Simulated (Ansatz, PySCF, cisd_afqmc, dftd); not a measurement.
System: BeH, charge 0, doublet. BeH (SMILES [BeH], doublet).
B3LYP-D3(BJ)/def2-TZVP minimum from Ansatz (a program for electronic structure):
```xyz
2

Be     0.0000     0.0000    -0.2695
H      0.0000     0.0000     1.0779
```
Charge 0, spin multiplicity 2.

Wanted: enthalpy of formation at 298 K (by atomisation, with ideal-gas terms from PySCF's Hessian at B3LYP-D3(BJ)/def2-TZVP and the atoms' measured values of the G2/97 table; no spin-orbit terms), in kcal/mol. Radicals and triplets start from unrestricted determinants; spin-orbit coupling is neglected. Correlated methods leave the cores frozen. No relativity. AFQMC/CISD: phaseless, guided by CISD from CCSD amplitudes; bars are statistical, one sigma. Outlying blocks are dropped, and bars are widened where a walk drifts. Over all cases where full CI ran beside it in this data, AFQMC minus full CI had a median of +0.1 mEh and passed +0.4 mEh in a tenth of the cases. CBS(X,Y): correlation extrapolated as X^-3, Hartree-Fock from the larger set. A bracket is a step between two methods taken in the basis named. Double hybrids freeze cores in their MP2 part. Full CI freezes restricted core orbitals, also for open shells; the composite that ends in it estimates full CI at the basis-set limit. For partners of very few electrons the exact lower level stands in for a higher one. The restricted determinant of Be ([Be], singlet) is unstable towards broken spin symmetry in at least one set run.

Measured: 81.7 kcal/mol, 341.8 kJ/mol (G2/97 table in ASE (Curtiss et al.)).

| level | program | enthalpy of formation at 298 K (kcal/mol) | error against that value |
|---|---|---|---|
| HF/def2-SVP | Ansatz | 80.6 | -1.1 |
| HF/def2-QZVPP | Ansatz | 81.2 | -0.5 |
| PBE-D3(BJ)/def2-TZVPD | Ansatz + dftd3 | 76.6 | -5.1 |
| B3LYP-D3(BJ)/def2-TZVPD | Ansatz + dftd3 | 74.2 | -7.5 |
| PBE0-D4/def2-TZVPD | Ansatz + dftd4 | 76.3 | -5.4 |
| B2PLYP-D3(BJ)/def2-TZVPD | Ansatz + dftd3 | 77.2 | -4.5 |
| B2PLYP-D4/def2-TZVPD | Ansatz + dftd4 | 77.1 | -4.6 |
| CCSD/def2-TZVPP | Ansatz | 84.4 | 2.7 |
| CCSD/def2-QZVPP | Ansatz | 82.3 | 0.6 |
| CCSD/CBS(def2-TZVPP,def2-QZVPP) | Ansatz | 81.5 | -0.2 |
| CCSD(T)/def2-QZVPP | Ansatz | 82.0 | 0.3 |
| AFQMC/CISD/def2-TZVPP | cisd_afqmc | 84.0 ± 0.1 | 2.3 |
| AFQMC/CISD/def2-QZVPP | cisd_afqmc | 81.9 ± 0.1 | 0.2 |
| FCI/def2-TZVPP | Ansatz | 84.0 | 2.3 |
| FCI/def2-QZVPP | Ansatz | 81.8 | 0.1 |
| CCSD(T)/CBS(def2-TZVPP,def2-QZVPP) + [AFQMC/CISD - CCSD(T)]/def2-QZVPP | Ansatz + cisd_afqmc | 81.0 ± 0.1 | -0.7 |
| CCSD(T)/CBS(def2-TZVPP,def2-QZVPP) + [FCI - CCSD(T)]/def2-QZVPP | Ansatz | 80.9 | -0.8 |
